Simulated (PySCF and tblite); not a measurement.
Values are calculated unless marked as measured or tabulated.
System: C₄H₉NS, numbered as in [CH2:1]1[CH2:2][S:3][CH2:4][CH2:5][NH:6]1.

For the pyramidal inversion at N6: electronic barrier 4.74 kcal/mol, zero-point change -1.15 kcal/mol, thermal and entropy terms at 350 K a further -0.01 kcal/mol (symmetry numbers apart). The minimum is Cs, the saddle Cs. Geometries: PBE0-D3(BJ)/def2-SVP; energies: PBE0/pcSseg-1 + D3(BJ), IEF-PCM chloroform; zero-point and thermal terms from GFN2-xTB harmonic modes (soft modes blended into free rotors). Rate constants are transition-state-theory values, counting equivalent paths, without tunnelling. (PySCF 2.14 with density fitting, tblite 0.8.)

(1) How many equivalent paths lead out of the minimum?

(2) Work out the rate at 350 K.

Answers

(1) 1: the symmetry number of the minimum is 1, that of the saddle displaced along its mode 1.

(2) ΔG‡ = 3.58 kcal/mol; k_B T/h = 7.3×10¹² s⁻¹; exp(−ΔG‡/RT) = 0.0058; times 1 gives k = 4.3×10¹⁰ s⁻¹. Wigner's tunnelling factor for the 670i cm⁻¹ mode would be 1.32.
